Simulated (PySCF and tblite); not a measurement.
Results of a calculation; reference values are marked as such.
System: C3H4FN, numbered as in [H]/[N:5]=[CH:4]\[C:2](=[CH2:1])[F:3].

For the rotation about the C2–C4 bond (torsion C1–C2–C4–N5 from 0° to 180°, rising): electronic barrier 5.01 kcal/mol, zero-point change -0.25 kcal/mol, thermal and entropy terms at 200 K a further 0.20 kcal/mol (symmetry numbers apart). The minimum is Cs, the saddle C1. Geometries: GFN2-xTB; energies: PBE0/pcSseg-2 + D3(BJ); zero-point and thermal terms from GFN2-xTB harmonic modes (soft modes blended into free rotors). Rate constants are transition-state-theory values, counting equivalent paths, without tunnelling. Programs: tblite and PySCF.

Question: How many equivalent paths lead out of the minimum?

Answer: 2: the symmetry number of the minimum is 1, that of the saddle displaced along its mode 1, and the displaced saddle is chiral while the minimum is not, which doubles the count.

Question: Work out the rate at 200 K.

Answer: ΔG‡ = 4.96 kcal/mol; k_B T/h = 4.2×10¹² s⁻¹; exp(−ΔG‡/RT) = 3.8×10⁻⁶; times 2 gives k = 3.2×10⁷ s⁻¹. Wigner's tunnelling factor for the 135i cm⁻¹ mode would be 1.04.
